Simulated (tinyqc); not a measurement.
Pariser-Parr-Pople SCF with singles CI, for the molecule O=Cc1[cH+]n1 (SMILES; centres numbered as the heavy atoms are written), step by step. One step of it, computed by the program tinyqc.

Task: Iteration 2: orbitals and new P. Diagonalise F (the basis is taken as orthonormal) and form P = 2 sum c c over the lowest orbitals.

F (eV):
```
            1O         2C          3C          4C          5N
1O  -13.218622  -5.105149   -0.432110    0.243349    0.372919
2C   -5.105149  -9.943532   -3.179037   -0.038509   -0.022058
3C   -0.432110  -3.179037  -11.367101   -3.812866   -4.318798
4C    0.243349  -0.038509   -3.812866  -11.118705   -4.443000
5N    0.372919  -0.022058   -4.318798   -4.443000  -13.492442
```

pi electrons, sum of z_r less the charge = 4

Give: orbital energies; P after iteration 2.

Result:

orbital energies (eV): -20.9082  -17.1538  -8.6314  -7.6536  -4.7934

P after iteration 2:
```
         1O       2C      3C       4C       5N
1O   1.2038   0.9132  0.2158  -0.1596  -0.2293
2C   0.9132   0.7245  0.3001   0.0099  -0.0101
3C   0.2158   0.3001  0.6235   0.5328   0.6616
4C  -0.1596   0.0099  0.5328   0.5602   0.7050
5N  -0.2293  -0.0101  0.6616   0.7050   0.8880
```
